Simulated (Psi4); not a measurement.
**BHLYP/def2-TZVP run of CH3NSi (Si(CN)H3)**

Aim: the vertical singlet–triplet gap of CH3NSi (Si(CN)H3) at BHLYP/def2-TZVP, from 2 runs. 

The calculation is run with Psi4 1.11.

3 further runs of the same task are left out: 1 that didn't finish, 2 set aside as unsound or not needed.

**1. The molecule**

CH3NSi has 6 atoms, charge 0, and is taken as a singlet. SMILES: `[H][Si]([H])([H])C#N`. The shape is that of a GFN2-xTB optimisation.

Bond lengths: Si1–C2 1.866 Å, C2–N3 1.145 Å, Si1–H4 1.462 Å, Si1–H5 1.461 Å, Si1–H6 1.462 Å. Angles: Si1–C2–N3 179.6°, C2–Si1–H4 106.2°, C2–Si1–H5 106.3°, C2–Si1–H6 106.3°, H4–Si1–H5 112.5°, H4–Si1–H6 112.5°, H5–Si1–H6 112.4°.

**2. Energy and forces at BHLYP/def2-TZVP**

Input file input.json:

```json
{
 "schema_name": "qcschema_input",
 "schema_version": 1,
 "molecule": {
  "schema_name": "qcschema_molecule",
  "schema_version": 2,
  "symbols": ["Si", "C", "N", "H", "H", "H"],
  "geometry": [-0.01116828, 0.01003445, -1.14861333, 0.01375721, -0.01848152, 2.37676524, 0.04493769, -0.03987322, 4.54063393, 2.63618684, 0.03110489, -1.93687479, -1.35260927, 2.30302813, -1.89719054, -1.33110418, -2.28581272, -1.93470161],
  "molecular_charge": 0,
  "molecular_multiplicity": 1,
  "fix_symmetry": "c1"
 },
 "driver": "gradient",
 "model": {
  "method": "bhhlyp",
  "basis": "def2-TZVP"
 },
 "keywords": {
  "puream": true,
  "e_convergence": 1e-09,
  "d_convergence": 1e-08,
  "scf_type": "pk",
  "dft_radial_points": 99,
  "dft_spherical_points": 590,
  "scf_properties": ["QUADRUPOLE", "MAYER_INDICES", "DIPOLE"]
 }
}
```

Command:

```console
$ psi4 --qcschema input.json -n 1 --memory 1600MB
```

stdout (excerpt; [...] marks lines left out):

```text
[...]
                   'protocols': {'error_correction': {'default_policy': True, 'policies': None},
                                 'native_files': 'none',
[...]
  Running in c1 symmetry.
[...]
  Nuclear repulsion =   82.887838079692969
[...]
  Multiplicity = 1
[...]
  Nalpha       = 15
  Nbeta        = 15
[...]
    Number of basis functions: 117
[...]
   @RKS iter   1:  -384.01300426796132   -7.30386e-01   4.36779e-03 DIIS/ADIIS
[...]
   @RKS iter  10:  -384.12566695467638   -6.08225e-12   3.59831e-09 DIIS
[...]
    Orbital Energies [Eh]
    ---------------------
    Doubly Occupied:
       1A    -67.179610     2A    -14.813678     3A    -10.610309
       4A     -5.647179     5A     -3.911888     6A     -3.910100
       7A     -3.910093     8A     -1.041437     9A     -0.699299
      10A     -0.534673    11A     -0.461375    12A     -0.461297
      13A     -0.445705    14A     -0.406248    15A     -0.406210
[...]
  @RKS Final Energy:  -384.12566695467638
   => Energetics <=
    Nuclear Repulsion Energy =             82.8878380796929690
    One-Electron Energy =                -692.4569641622821337
    Two-Electron Energy =                 243.1327561360346579
    DFT Exchange-Correlation Energy =     -17.6892970081218408
    Empirical Dispersion Energy =           0.0000000000000000
    VV10 Nonlocal Energy =                  0.0000000000000000
    Total Energy =                       -384.1256669546763192
[...]
 Multipole Moments:
 ------------------------------------------------------------------------------------
     Multipole            Electronic (a.u.)      Nuclear  (a.u.)        Total (a.u.)
 ------------------------------------------------------------------------------------
 L = 1.  Multiply by 2.5417464519 to convert [e a0] to [Debye]
 Dipole X            :          0.0194818           -0.0351824           -0.0157006
 Dipole Y            :         -0.0226950            0.0359941            0.0132991
 Dipole Z            :          2.8090111           -4.3054485           -1.4964374
 Magnitude           :                                                    1.4965789
 L = 2.  Multiply by 1.3450342976 to convert [e a0^2] to [Debye ang]
 Quadrupole XX       :        -29.6660928           10.5666855          -19.0994073
 Quadrupole XY       :          0.0052957           -0.0048275            0.0004682
[...]
  -Total Gradient:
     Atom            X                  Y                   Z
    ------   -----------------  -----------------  -----------------
       1       -0.000183112862     0.000407168886    -0.011041626993
       2       -0.000400774652     0.000196425292    -0.010556418629
       3        0.000391311823    -0.000200943721     0.015940434371
       4       -0.000470617544     0.000023811471     0.001905231541
       5        0.000474813828    -0.000858018977     0.001940154738
       6        0.000188494323     0.000431631266     0.001812306411
[...]
```

The result, in JSON:

```text
{
 "driver": "gradient",
 "model": {
  "method": "bhhlyp",
  "basis": "def2-TZVP"
 },
 "success": true,
 "return_result": [-0.00018311286194606078, 0.000407168885539498, -0.011041626992730438, -0.00040077465178859576, 0.00019642529205977184, -0.010556418628596687, 0.00039131182317760863, -0.00020094372133047395, 0.015940434370659118, -0.000470617543838564, 2.3811471099425305e-05, 0.0019052315414188128, 0.00047481382773506553, -0.0008580189773765567, 0.001940154737900008, 0.00018849432321590975, 0.0004316312656151011, 0.0018123064108464919],
 "properties": {
  "calcinfo_nbasis": 117,
  "calcinfo_nmo": 117,
  "calcinfo_nalpha": 15,
  "calcinfo_nbeta": 15,
  "calcinfo_natom": 6,
  "nuclear_repulsion_energy": 82.88783807969297,
  "return_energy": -384.1256669546764,
  "return_gradient": [-0.00018311286194606078, 0.000407168885539498, -0.011041626992730438, -0.00040077465178859576, 0.00019642529205977184, -0.010556418628596687, 0.00039131182317760863, -0.00020094372133047395, 0.015940434370659118, -0.000470617543838564, 2.3811471099425305e-05, 0.0019052315414188128, 0.00047481382773506553, -0.0008580189773765567, 0.001940154737900008, 0.00018849432321590975, 0.0004316312656151011, 0.0018123064108464919],
  "scf_one_electron_energy": -692.4569641622821,
  "scf_two_electron_energy": 243.13275613603466,
  "scf_xc_energy": -17.68929700812184,
  "scf_dipole_moment": [-0.0157005724316968, 0.013299055156211076, -1.4964374129577247],
  "scf_total_energy": -384.1256669546764,
  "scf_total_gradient": [-0.00018311286194606078, 0.000407168885539498, -0.011041626992730438, -0.00040077465178859576, 0.00019642529205977184, -0.010556418628596687, 0.00039131182317760863, -0.00020094372133047395, 0.015940434370659118, -0.000470617543838564, 2.3811471099425305e-05, 0.0019052315414188128, 0.00047481382773506553, -0.0008580189773765567, 0.001940154737900008, 0.00018849432321590975, 0.0004316312656151011, 0.0018123064108464919],
  "scf_iterations": 10
 }
}
```

Wall time 20 s (1 thread of Intel Xeon 6975P-C (Granite Rapids), shared host); peak memory 0.69 GiB.

**3. The triplet, same level**

Input file job.in:

```
memory 1600 mb

molecule m {
  0 3
  Si    -0.005910     0.005310    -0.607820
  C      0.007280    -0.009780     1.257730
  N      0.023780    -0.021100     2.402800
  H      1.395010     0.016460    -1.024950
  H     -0.715770     1.218710    -1.003950
  H     -0.704390    -1.209600    -1.023800
  units angstrom
  symmetry c1
  no_reorient
  no_com
}

set {
  basis def2-TZVP
  reference uks
  puream true
  e_convergence 1e-09
  d_convergence 1e-08
  scf_type pk
  dft_radial_points 99
  dft_spherical_points 590
  maxiter 200
}

energy_value, wavefunction = gradient("bhhlyp", return_wfn=True)
print_variables()
```

Command:

```console
$ psi4 -i job.in -o job.out -n 1
```

job.out (excerpt; [...] marks lines left out):

```text
[...]
  Running in c1 symmetry.
[...]
  Nuclear repulsion =   82.887837989854148
[...]
  Multiplicity = 3
[...]
  Nalpha       = 16
  Nbeta        = 14
[...]
    Number of basis functions: 117
[...]
   @UKS iter   1:  -383.49197538661861   -2.09357e-01   6.30605e-03 ADIIS/DIIS
[...]
   @UKS iter  20:  -383.90510876911969   -3.69482e-12   6.09198e-09 DIIS
[...]
   @S^2 Observed:                2.008043613E+00
[...]
  @UKS Final Energy:  -383.90510876911969
   => Energetics <=
    Nuclear Repulsion Energy =             82.8878379898541482
    One-Electron Energy =                -692.0766671673320616
    Two-Electron Energy =                 242.9915514376575914
    DFT Exchange-Correlation Energy =     -17.7078310292992995
    Empirical Dispersion Energy =           0.0000000000000000
    VV10 Nonlocal Energy =                  0.0000000000000000
    Total Energy =                       -383.9051087691196926
[...]
 Multipole Moments:
 ------------------------------------------------------------------------------------
     Multipole            Electronic (a.u.)      Nuclear  (a.u.)        Total (a.u.)
 ------------------------------------------------------------------------------------
 L = 1.  Multiply by 2.5417464519 to convert [e a0] to [Debye]
 Dipole X            :         -0.2046417            0.1932245           -0.0114172
 Dipole Y            :          0.2094150           -0.2011991            0.0082159
 Dipole Z            :        -25.1414305           24.1956754           -0.9457551
 Magnitude           :                                                    0.9458597
[...]
  -Total Gradient:
     Atom            X                  Y                   Z
    ------   -----------------  -----------------  -----------------
       1       -0.001403232167     0.000251794695    -0.036137448254
       2       -0.001417256896    -0.004962621305     0.301134683289
       3       -0.002710514487     0.003243831674    -0.280738740002
       4       -0.001119133762     0.000876373346     0.001141196158
       5        0.003648101561    -0.001157337327     0.006065458497
       6        0.003002107214     0.001748069540     0.008534877715
[...]
```

Wall time 38 s (1 thread of Intel Xeon 6975P-C (Granite Rapids), shared host); peak memory 0.7 GiB.

**4. Summary of results**

At BHLYP/def2-TZVP:

```
                                        quantity          value
                           singlet: total energy  -384.12567 Eh
                          singlet: dipole moment         3.80 D
                            singlet: HOMO energy      -11.05 eV
                            singlet: LUMO energy        0.59 eV
                          singlet: HOMO–LUMO gap       11.65 eV
               singlet: largest force on an atom     0.820 eV/Å
                           triplet: total energy  -383.90511 Eh
                          triplet: dipole moment         2.40 D
     triplet: HOMO energy (highest over α and β)       -5.11 eV
      triplet: LUMO energy (lowest over α and β)       -4.85 eV
                                   triplet: ⟨S²⟩          2.008
               triplet: largest force on an atom    15.487 eV/Å
vertical energy of the triplet above the singlet       6.002 eV
```

At this shape the triplet lies 6.00 eV (579 kJ/mol) above the singlet. The largest force (singlet) is 0.82 eV/Å: the shape isn't a stationary point for this species at this level.
